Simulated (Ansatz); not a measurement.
Density of states of Ta$_{5}$As$_{4}$ (I4/m, a = 9.833 Å, b = 9.833 Å, c = 3.448 Å, α = 90.00°, β = 90.00°, γ = 90.00°), in states per eV and primitive cell, averaged over bins of 0.5 eV. All numbers below come from DFT r2SCAN, scalar-relativistic, plane waves, PAW (Ansatz 0.2.0).

Settings: cutoff 500 eV, Γ-centred mesh 12×12×12 on the computed 9-atom cell, Gaussian smearing of 0.10 eV; no spin polarisation.

The cell is relaxed at this level. The states (both spins) are summed by tetrahedra on a 18×18×18 mesh at the self-consistent density. Energies are bin centres; the table starts no lower than −8 eV and ends at 6 eV, or lower where the solved bands end.

It is a metal at this level.

```tsv
E − E_F (eV)	total	Ta 5d	As 4p	Ta 6s	As 4s
-7.00	0.32	0.07	0.15	0.08	0.01
-6.50	2.34	0.58	1.09	0.52	0.08
-6.00	5.65	1.69	2.62	1.01	0.16
-5.50	3.66	1.14	1.73	0.54	0.14
-5.00	3.07	1.03	1.56	0.30	0.09
-4.50	4.40	1.51	2.43	0.23	0.12
-4.00	6.89	2.81	3.44	0.29	0.17
-3.50	7.67	3.37	3.78	0.17	0.15
-3.00	7.20	3.32	3.41	0.11	0.15
-2.50	6.63	3.15	2.97	0.14	0.17
-2.00	6.15	4.31	1.36	0.16	0.14
-1.50	7.32	5.54	1.14	0.27	0.12
-1.00	6.74	5.35	1.02	0.11	0.05
-0.50	4.67	3.64	0.80	0.04	0.04
0.00	2.85	2.23	0.45	0.03	0.03
0.50	2.99	2.40	0.41	0.03	0.03
1.00	3.15	2.49	0.43	0.07	0.04
1.50	5.03	3.90	0.67	0.16	0.12
2.00	4.79	3.65	0.64	0.16	0.14
2.50	6.80	5.19	0.89	0.22	0.21
3.00	8.31	6.42	0.98	0.27	0.23
3.50	9.33	6.95	1.15	0.42	0.32
4.00	7.22	4.57	1.24	0.61	0.32
4.50	8.73	5.34	1.90	0.64	0.21
5.00	5.16	2.99	1.10	0.43	0.20
5.50	4.98	2.63	1.07	0.50	0.25
```

The columns after the total are the main Löwdin projections on the occupied valence shells of the potentials; 2 others are left out. The rest of the total lies in those, in shells that are empty in the free atom, which aren't projected, and between the atoms.

Spin-orbit coupling is left out, which matters for the bands of heavy elements.

Cost: 1 run of about 11 core-minutes, on Intel Xeon 6975P-C (Granite Rapids) (shared hosts).